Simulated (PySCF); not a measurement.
Compound: P₂F₄.
Bonds: F1–P2, P2–F3, P2–P4, P4–F5, P4–F6.

Method: PySCF, PBE0-D3(BJ)/def2-SVP geometry optimisation, gas phase.

(1) List the bond lengths, angles and torsions at this level.

Answers

(1) 
```json
{"bond": "F1–P2 and 3 like bonds", "length (Å)": "1.615"}
{"bond": "P2–P4", "length (Å)": "2.275"}
```

Bonds in one row agree within 0.01 Å and their mean is given. A selection of angles:
```json
{"angle": "F1–P2–F3", "degrees": "98.8"}
{"angle": "F1–P2–P4", "degrees": "93.6"}
{"angle": "P2–P4–F5", "degrees": "94.6"}
```

Dihedral angles: F1–P2–P4–F5 -179° (antiperiplanar).

All 4 F–P bonds measure 1.615 to 1.616 Å. P2 (three-coordinate phosphorus) is pyramidal (angles 98.8°, 94.3° and 93.6°, sum 286.7°, 0.91 Å off the plane of its three neighbours).

Not checked by PBE0-D3(BJ)/def2-SVP frequencies. The numbers are those of one conformer.

Time: 19 s of wall time; peak memory 0.37 GiB. Hardware: an Arm Neoverse V1 with one thread, shared host. This is the geometry optimisation.
